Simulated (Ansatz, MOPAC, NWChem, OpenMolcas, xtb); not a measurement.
# How methods differ on SiH3OF (SMILES O[SiH2]F)

The runs start from one conformer, not always the lowest.

SiH3OF, singlet, SMILES `O[SiH2]F`. Each level relaxes the structure for itself.

Each level gives the highest harmonic wavenumber at each level's own minimum (cm⁻¹). The values are calculated.

```csv
level,kind,program,value (cm⁻¹)
MNDO,semi-empirical,MOPAC,4147
PM3,semi-empirical,MOPAC,3933
GFN2-xTB,semi-empirical,xtb,3664
GFN1-xTB,semi-empirical,xtb,3832
HF/3-21G,Hartree–Fock,OpenMolcas,4014
HF/6-31G* (spherical functions),Hartree–Fock,NWChem,4126
HF/6-31G* (Cartesian functions),Hartree–Fock,OpenMolcas,4142
B3LYP-D3(BJ)/def2-SVP,global hybrid,NWChem,3878
PBE0-D4/def2-TZVP,global hybrid,Ansatz,3928
B3LYP/6-31G* (Cartesian functions),global hybrid,OpenMolcas,3809
```

Harmonic and unscaled. The values span 3664 to 4147 cm⁻¹.
